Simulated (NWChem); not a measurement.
Program: NWChem. System: nitrogen (N₂), charge 0, spin multiplicity 1, at a geometry optimised with B3LYP/def2-SVP. Level: CCSD(T)/def2-QZVP, 2 core orbitals frozen.

Input file:

```
start mol
memory heap 100 mb stack 700 mb global 1900 mb
geometry units angstroms nocenter noautoz
  N      0.000000     0.000000     0.550196
  N      0.000000     0.000000    -0.550196
  symmetry group D2h
end
basis spherical
  * library def2-qzvp
end
scf
  rhf
  nopen 0
  maxiter 100
  thresh 1e-7
  semidirect memsize 60000000 filesize 0
end
ccsd
  freeze core 2
  maxiter 60
end
task ccsd(t) energy
```

NWChem printed:

```
             Northwest Computational Chemistry Package (NWChem) 7.3.0
             --------------------------------------------------------

                                NWChem Input Module
                                -------------------

 Scaling coordinates for geometry "geometry" by  1.889725989
 (inverse scale =  0.529177249)

 Turning off AUTOSYM since
 SYMMETRY directive was detected!

                             Geometry "geometry" -> ""
                             -------------------------

 Output coordinates in angstroms (scale by  1.889725989 to convert to a.u.)

  No.       Tag          Charge          X              Y              Z
 ---- ---------------- ---------- -------------- -------------- --------------
    1 N                    7.0000     0.00000000     0.00000000     0.55019600
    2 N                    7.0000     0.00000000     0.00000000    -0.55019600

 Effective nuclear repulsion energy (a.u.)      23.5640437235

            Nuclear Dipole moment (a.u.)
            ----------------------------
        X                 Y               Z
 ---------------- ---------------- ----------------
     0.0000000000     0.0000000000     0.0000000000

      Symmetry information
      --------------------

 Group name             D2h
 Group number             26
 Group order               8
 No. of unique centers     1

      Symmetry unique atoms

     1


 Summary of "ao basis" -> "" (spherical)
 ------------------------------------------------------------------------------
       Tag                 Description            Shells   Functions and Types
 ---------------- ------------------------------  ------  ---------------------
 *                         def2-qzvp                  on all atoms

 Summary of "ao basis" -> "ao basis" (spherical)
 ------------------------------------------------------------------------------
       Tag                 Description            Shells   Functions and Types
 ---------------- ------------------------------  ------  ---------------------
 N                         def2-qzvp                17       57   7s4p3d2f1g
[...]
 ccsd(t): done       77 out of      107 progress:   72.0%
 ccsd(t): done       78 out of      107 progress:   72.9%
 ccsd(t): done       79 out of      107 progress:   73.8%
 ccsd(t): done       80 out of      107 progress:   74.8%
 ccsd(t): done       81 out of      107 progress:   75.7%
 ccsd(t): done       82 out of      107 progress:   76.6%
 ccsd(t): done       83 out of      107 progress:   77.6%
 ccsd(t): done       84 out of      107 progress:   78.5%
 ccsd(t): done       85 out of      107 progress:   79.4%
 ccsd(t): done       86 out of      107 progress:   80.4%
 ccsd(t): done       87 out of      107 progress:   81.3%
 ccsd(t): done       88 out of      107 progress:   82.2%
 ccsd(t): done       89 out of      107 progress:   83.2%
 ccsd(t): done       90 out of      107 progress:   84.1%
 ccsd(t): done       91 out of      107 progress:   85.0%
 ccsd(t): done       92 out of      107 progress:   86.0%
 ccsd(t): done       93 out of      107 progress:   86.9%
 ccsd(t): done       94 out of      107 progress:   87.9%
 ccsd(t): done       95 out of      107 progress:   88.8%
 ccsd(t): done       96 out of      107 progress:   89.7%
 ccsd(t): done       97 out of      107 progress:   90.7%
 ccsd(t): done       98 out of      107 progress:   91.6%
 ccsd(t): done       99 out of      107 progress:   92.5%
 ccsd(t): done      100 out of      107 progress:   93.5%
 ccsd(t): done      101 out of      107 progress:   94.4%
 ccsd(t): done      102 out of      107 progress:   95.3%
 ccsd(t): done      103 out of      107 progress:   96.3%
 ccsd(t): done      104 out of      107 progress:   97.2%
 ccsd(t): done      105 out of      107 progress:   98.1%
 ccsd(t): done      106 out of      107 progress:   99.1%
 ccsd(t): done      107 out of      107 progress:  100.0%
 Time for integral evaluation pass     1       17.66
 Time for triples evaluation pass      1       11.75

 pseudo-e(mp4)  -0.21146107417970E-01
 pseudo-e(mp5)   0.88908620768081E-03
        e(t)    -0.20257021210290E-01

 --------------
 CCSD(T) Energy
 --------------
 Reference energy:                    -108.991747150567036

 CCSD corr. energy:                     -0.392657280665495
 T(CCSD) corr. energy:                  -0.021146107417970
 Total CCSD+T(CCSD) energy:           -109.405550538650502

 CCSD corr. energy:                     -0.392657280665495
 (T) corr. energy:                      -0.020257021210290
 Total CCSD(T) energy:                -109.404661452442824

 routine      calls  cpu(0)   cpu-min  cpu-ave  cpu-max   i/o
 aoccsd          1     0.02     0.02     0.02     0.02    0.00
 iterdrv         1     0.03     0.03     0.03     0.03    0.00
 pampt          10     0.14     0.14     0.14     0.14    0.00
 t2pm           10     0.46     0.46     0.46     0.46    0.00
 sxy            10     1.35     1.35     1.35     1.35    0.00
 ints      3531230   407.13   407.13   407.13   407.13    0.00
 t2eri        5950    27.71    27.71    27.71    27.71    0.00
 idx2         5950     1.89     1.89     1.89     1.89    0.00
 idx34          10     0.11     0.11     0.11     0.11    0.00
 ht2pm          10     0.39     0.39     0.39     0.39    0.00
 itm            10     1.96     1.96     1.96     1.96    0.00
 pdiis          10     0.05     0.05     0.05     0.05    0.00
 triples         1     0.00     0.00     0.00     0.00    0.00
 rdtrpo          1     0.01     0.01     0.01     0.01    0.00
 trpmos          1    17.66    17.66    17.66    17.66    0.00
 trpdrv          1     0.97     0.97     0.97     0.97    0.00
 dovvv       16050     7.66     7.66     7.66     7.66    0.00
 doooo       16050     0.71     0.71     0.71     0.71    0.00
 tengy       13375     2.38     2.38     2.38     2.38    0.00
 Total               470.63   470.63   470.63   470.63    0.00

 Task  times  cpu:      490.8s     wall:      490.8s

 Total times  cpu:      490.8s     wall:      490.8s
```
